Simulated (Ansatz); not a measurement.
Ideal-gas functions of `C=CC=N` at 298.15 K and 1 bar, from an Ansatz frequency run at PBE0-D4/def2-TZVP.

Molar mass 55.08 g/mol, point group C1 (symmetry number 1), electronic degeneracy 1, moments of inertia 22.285, 85.716, 105.969 u Å². Harmonic wavenumbers (cm⁻¹, unscaled): 157, 290, 504, 678, 873, 926, 977, 1030, 1071, 1142, 1241, 1316, 1427, 1447, 1696, 1729, 3089, 3155, 3169, 3248, 3437.

Use S(trans) = R[1.5 ln M + 2.5 ln T − 1.1517]; rotational temperatures θ = 24.2544 K / I; S(rot) = R[ln(√π/σ · √(T³/θAθBθC)) + 1.5]; for each mode x = 1.438777 ν̃/T, S = R[x/(eˣ − 1) − ln(1 − e⁻ˣ)] and H = RT x/(eˣ − 1); 1 cm⁻¹ = 0.0119627 kJ/mol; R = 8.31446 J/(mol·K).

Task: By hand: the entropy, in J/(mol·K).

Result: Translation 158.9. Rotation: θ = 1.0884, 0.283, 0.2289 K, giving 99.3. Vibration, mode by mode: 10.82, 6.17, 2.71, 1.39, 0.65, 0.53, 0.43, 0.35, 0.29, 0.22, 0.15, 0.11, 0.07, 0.06, 0.02, 0.02, 0.00, 0.00, 0.00, 0.00, 0.00, in all 24.0. Electronic 0.0. Sum 282.2 J/(mol·K).

Task: By hand: H − E and G − E in kJ/mol, counted from the electronic energy.

Result: Zero-point energy ½ × 32602 × 0.0119627 = 195.0; thermal vibration 4.4; translation, rotation and pV give 4 RT = 9.9. H − E = 209.3 kJ/mol, and G − E = 209.3 − 298.15 × 282.2/1000 = 125.2 kJ/mol.

Vibration gives 9 % of the entropy. The sum counts one conformer and one mirror image; others add a mixing term.
